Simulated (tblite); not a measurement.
Species: C3HF (triplet state).
Numbering: `[CH:1]#[C:2][C:3][F:4]` (hydrogens: H5 on C1)

Computed geometry: GFN2-xTB, gas phase. This method treats the open shell by occupation alone, without spin polarisation.

Problem. List the bond lengths, angles and torsions at this level.

Solution. 
| bond | length (bohr) | order |
| --- | --- | --- |
| C1≡C2 | 2.372 | triple |
| C2–C3 | 2.413 | single |
| C3–F4 | 2.459 | single |
| C1–H5 | 1.979 | single |

Orders are formal, as drawn. A selection of angles:
| angle | degrees |
| --- | --- |
| C2–C1–H5 | 168.2 |
| C1–C2–C3 | 164.4 |
| C2–C3–F4 | 148.4 |

Dihedral angles: C1–C2–C3–F4 180° (antiperiplanar).

C3 (carbon bonded to C and F) is bent (angle 148.4°). The 4 heavy atoms lie in one plane (0.000 Å rms). The 2 C–C bonds span 1.255 Å (C1≡C2, drawn triple in a drawing that doesn't fit all lengths) to 1.277 Å (C2–C3, drawn single in a drawing that doesn't fit all lengths), a spread of 0.022 Å.

Point group: Cs (every atom within 0.08 Å of its image). Its GFN2-xTB frequencies are all real (lowest 157 cm⁻¹). This triplet need not be the ground state; the singlet was not compared here.

Hardware: an Arm Neoverse V1 with one thread, shared host with 32 logical CPUs at a one-minute load of 12. Cost: under 0.1 s of wall time. These figures are those of the optimisation.

One conformer stands for the species.
